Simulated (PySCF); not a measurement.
Molecule: `[NH3+][BH2-]F`, BFH5N.

Atoms are numbered as in `[NH3+:1][BH2-:2][F:3]` (H(Xn): hydrogen on atom n).

Spin–spin couplings on one PBE0-D3(BJ)/def2-SVP geometry, PySCF 2.14, gas phase, non-relativistic, equivalent pairs averaged; isotopes ¹¹B, ¹H, ¹⁹F, ¹⁵N; functional B3LYP.

How do the couplings (Hz) change with the basis set? Times are CPU seconds on 1 thread of an Arm Neoverse V1, shared host. Far from the basis limit: 6-31G*, pcJ-0, def2-TZVP, cc-pVTZ.

Answers


```tsv
basis set	functions	¹J(B2,H(B2))	¹J(B2,F3)	¹J(N1,H(N1))	¹J(N1,B2)	²J(F3,H(B2))	²J(N1,F3)	²J(H(N1),H(N1))	core-s
6-31G*	52	134.0	-79.7	-69.0	-4.2	33.9	-15.6	-12.2	3.2
pcJ-0	54	111.3	-189.3	-56.6	-0.5	18.2	-6.1	-11.3	3.7
def2-TZVP	123	121.6	-133.9	-66.2	-0.3	42.1	-10.6	-10.8	8.2
cc-pVTZ	160	123.5	-122.1	-59.8	0.5	37.3	-9.9	-9.8	11
aug-cc-pVTZ-J	238	129.1	-122.2	-72.1	-0.8	47.2	-12.7	-11.3	24
pcJ-2	273	127.5	-120.8	-71.4	-0.9	46.5	-12.2	-10.9	30
```

The Fermi-contact term samples the wavefunction at the nucleus, which is why sets with added tight s functions (names with J) are made for couplings.
